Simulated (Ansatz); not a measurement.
## Two structures, one formula

Two isomers of CH2MgN, doublet, relaxed at PBE0-D4/def2-TZVP (vibrations not checked).

A:

C1  (-0.428, 0.311, -0.343)
N2  (0.417, -0.302, 0.333)
Mg3  (1.694, -1.230, 1.356)
H4  (-1.352, -0.159, -0.733)
H5  (-0.330, 1.381, -0.613)
(Å)

B:

N1  (-0.512, -0.758, 0.134)
C2  (-1.003, 0.004, 0.955)
Mg3  (0.589, 0.937, -0.150)
H4  (-1.825, -0.146, 1.677)
H5  (1.754, 1.981, -0.794)
(Å)

Computed with Ansatz 0.2.0 (basis: def2-TZVPP); correlated methods freeze the cores; orbitals are unrestricted. The outer core shell of Li, Na, Mg and K is correlated. The def2 sets are not built for correlating such inner shells, so the correlated values are less sure here. B3LYP uses VWN-RPA correlation.

Task: Which structure is lower at CCSD(T), and by how much? (Judge from chemistry; the value comes from the calculation.)

Result: By the calculation: A, by 44.8 kJ/mol (electronic energy, against the other). By their contacts, A is CH₂MgN ([CH2][N][Mg]) and B is CH₂MgN ([CH]1[N][MgH]1).

All methods give the same order:

```
   method  E(B) − E(A) (kJ/mol)
   PBE-D4                  51.3
r2SCAN-D4                  45.2
  PBE0-D4                  54.7
 B3LYP-D4                  49.6
  wB97M-V                  34.1
       HF                  61.6
      MP2                  65.7
     CCSD                  46.1
  CCSD(T)                  44.8
```

The T1 diagnostic stays at or below 0.020. ⟨S²⟩ of the unrestricted Hartree–Fock references: 0.75 to 0.78 (a pure state has 0.75).

Labels in which every atom is bracketed show which atoms are joined, not bond orders.
